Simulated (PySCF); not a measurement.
# CH8OSi: the cost of one run

Program: PySCF 2.14.0. Level of theory: levels as typed in each script, gas phase, geometry from start geometry of a pair search. These are calculated values, not measurements.

## Step 1: The starting structure

SMILES `O.C[SiH3]`, 11 atoms, charge 0, spin multiplicity 1.

Bond lengths: O1–H2 0.960 Å, O1–H3 0.960 Å, C4–Si5 1.891 Å, C4–H6 1.086 Å, C4–H7 1.086 Å, C4–H8 1.086 Å, Si5–H9 1.468 Å, Si5–H10 1.467 Å, Si5–H11 1.467 Å. Angles: H2–O1–H3 107.5°, Si5–C4–H6 111.3°, Si5–C4–H7 111.3°, Si5–C4–H8 111.2°, H6–C4–H7 107.6°, H6–C4–H8 107.7°, H7–C4–H8 107.7°, C4–Si5–H9 110.2°, C4–Si5–H10 110.2°, C4–Si5–H11 110.4°, H9–Si5–H10 108.6°, H9–Si5–H11 108.7°, H10–Si5–H11 108.8°.

Geometry (Å):

```xyz
11
CH8OSi
O    -2.7046   -0.1730    0.0068
H    -3.6608   -0.2212   -0.0621
H    -2.3702   -1.0727    0.0216
C     0.4326    1.1814    0.0008
Si    1.3886   -0.4503   -0.0011
H     0.6665    1.7759   -0.8777
H     0.6747    1.7786    0.8753
H    -0.6390    1.0085    0.0060
H     0.9440   -1.2960   -1.1153
H     1.1587   -1.1735    1.2549
H     2.8269   -0.1995   -0.1456
```

## Step 2: Binding of the two fragments (r2SCAN/def2-svpd)

File input.py:

```python
import numpy as np
from pyscf import gto, scf, dft
from pyscf.scf import atom_ks, atom_hf
from scipy.linalg import block_diag
from pyscf.dispersion import dftd3

def solve(mol, dm0=None, hcore=None):
    mf = (dft.UKS if mol.spin else dft.RKS)(mol, xc='r2scan')
    mf.grids.level = 3
    mf = mf.density_fit(auxbasis='def2-universal-jkfit')
    mf.conv_tol, mf.max_cycle = 1e-8, 80
    if hcore is not None:
        mf.get_hcore = lambda *args: hcore
    mf.kernel(dm0)
    if not mf.converged:
        mf = mf.newton().run(mf.mo_coeff, mf.mo_occ, max_cycle=30)
    assert mf.converged, 'SCF not converged'
    return mf

mol = gto.M(atom='''
O     -2.70456    -0.17300     0.00679
H     -3.66077    -0.22117    -0.06214
H     -2.37025    -1.07266     0.02164
C      0.43264     1.18137     0.00079
Si     1.38857    -0.45031    -0.00115
H      0.66650     1.77594    -0.87772
H      0.67466     1.77860     0.87526
H     -0.63903     1.00846     0.00605
H      0.94397    -1.29601    -1.11531
H      1.15870    -1.17347     1.25487
H      2.82686    -0.19952    -0.14564
''', basis='def2-svpd', charge=0, spin=0, verbose=4)
mol_a = gto.M(atom='''
O     -2.70456    -0.17300     0.00679
H     -3.66077    -0.22117    -0.06214
H     -2.37025    -1.07266     0.02164
ghost-C      0.43264     1.18137     0.00079
ghost-Si     1.38857    -0.45031    -0.00115
ghost-H      0.66650     1.77594    -0.87772
ghost-H      0.67466     1.77860     0.87526
ghost-H     -0.63903     1.00846     0.00605
ghost-H      0.94397    -1.29601    -1.11531
ghost-H      1.15870    -1.17347     1.25487
ghost-H      2.82686    -0.19952    -0.14564
''', basis='def2-svpd', charge=0, spin=0, verbose=4)
mol_b = gto.M(atom='''
ghost-O     -2.70456    -0.17300     0.00679
ghost-H     -3.66077    -0.22117    -0.06214
ghost-H     -2.37025    -1.07266     0.02164
C      0.43264     1.18137     0.00079
Si     1.38857    -0.45031    -0.00115
H      0.66650     1.77594    -0.87772
H      0.67466     1.77860     0.87526
H     -0.63903     1.00846     0.00605
H      0.94397    -1.29601    -1.11531
H      1.15870    -1.17347     1.25487
H      2.82686    -0.19952    -0.14564
''', basis='def2-svpd', charge=0, spin=0, verbose=4)
ab, a, b = solve(mol), solve(mol_a), solve(mol_b)
e_int = ab.e_tot - a.e_tot - b.e_tot
print('counterpoise-corrected interaction energy / kcal/mol', e_int * 627.5095)
def disp(atoms, charge):
    m = gto.M(atom=atoms, charge=charge, basis='sto-3g', spin=None, unit='Bohr', verbose=0)
    return dftd3.DFTD3Dispersion(m, xc='r2scan', version='d3bj').get_dispersion()['energy']
e_disp = disp(mol._atom, mol.charge) - disp(mol._atom[:3], mol_a.charge) - disp(mol._atom[3:], mol_b.charge)
print('D3(BJ) part / kcal/mol', e_disp * 627.5095)
# spherically averaged free atoms, for the promolecule
atm = atom_ks.get_atm_nrks(mol, xc='r2scan')
pro = block_diag(*[(atm[a[0]][2] * atm[a[0]][3]) @ atm[a[0]][2].T for a in mol._atom])
np.savez('result.npz', e_int=e_int, e_disp=e_disp, dm_a=a.make_rdm1(), dm_b=b.make_rdm1(), c=ab.mo_coeff, occ=ab.mo_occ, eps=ab.mo_energy, pro=pro, d=[f.dip_moment(verbose=0) for f in (ab, a, b)])
```

The run is started by

```
OMP_NUM_THREADS=1 python input.py
```

**Question.** How long does this run take on 1 thread of Arm Neoverse V1, shared host, and how much memory does it need?

About 84 s, with a peak of 0.55 GiB.
